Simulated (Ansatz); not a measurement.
**AlPH (doublet): wave-function methods side by side, cc-pVTZ**

The task here is to estimate one member of a computed series from the others.

The runs use Ansatz 0.2.0, Gaussian basis; cc-pVTZ, core rule «outside noble gas», up to 10 orbitals frozen.

Plan: UHF; CCSD(T) on ROHF; CCSD(T) on UHF; BCCD(T) on ROHF; CCSDT(Q) on ROHF; CCSDT(Q) on UHF.

15 further runs of the same task are left out: 10 for a known fault of the program, 5 set aside as unsound or not needed.

## The geometry

The geometry is a PBE0/def2-TZVP stationary point (not a proven minimum) of the parent state, kept for this charge and spin.

3 atoms, charge 0, spin multiplicity 2.

Atoms are counted from 1 here; the program's logs count them from 0.

Bond lengths: Al1–P2 2.386 Å, Al1–H3 1.614 Å. Angles: P2–Al1–H3 114.3°.

Set-up of the first run:

Contents of in.yaml:

```yaml
crystal:
  periodic: [false, false, false]
  atoms:
    - {symbol: Al, position_ang: [0.000000, -0.107696, 1.237712]}
    - {symbol: P, position_ang: [0.000000, 0.051009, -1.143237]}
    - {symbol: H, position_ang: [0.000000, 1.315423, 1.999097]}
basis:
  gaussian: {orbitals: cc-pVTZ}
magnetization: {spin_polarized: true, initial_magnetization: 1}
hamiltonian: {xc: hf}
output: {orbitals: {seedname: orbitals}}
```

Started as:

```
ansatz run in.yaml --threads 1 --pin off --events-out ev --progress --plain --max-ram 3968MiB --backend cpu
```

Steps of the session up to this table: UHF; CCSD(T) on ROHF; CCSD(T) on UHF; BCCD(T) on ROHF; CCSDT(Q) on ROHF; CCSDT(Q) on UHF.

One of the session's tables, all rows but one given; the rest of the session is left out.

```
   method  from RCCSDT(Q) (meV)
     ROHF               +6904.8
      UHF               +5542.5
     RMP2               +1492.6
     UMP2               +1364.9
    RCCSD                +510.3
    UCCSD                +389.5
 RCCSD(T)                 +99.1
 UCCSD(T)                +144.6
  BCCD(T)                     ?
   RCCSDT                 +50.6
   UCCSDT                 +43.1
RCCSDT(Q)                     0
UCCSDT(Q)                  +6.7
```

Q: Estimate the row for BCCD(T) from the others.

**Answer.** from RCCSDT(Q) (meV): +131.7. In the column «from RCCSDT(Q) (meV)» it lies between RCCSD(T) (+99.1) and UCCSD(T) (+144.6).

To keep in mind: The determinant is far from a pure spin state, so its energy mixes those of several spin states (harmless only where they are near-degenerate, as at dissociation). Warnings: spin contamination; large T1 diagnostic. Restricted and unrestricted rows rest on different reference determinants; where their highest levels disagree by more than a few hundredths of an eV, they describe different states and don't form one ladder.
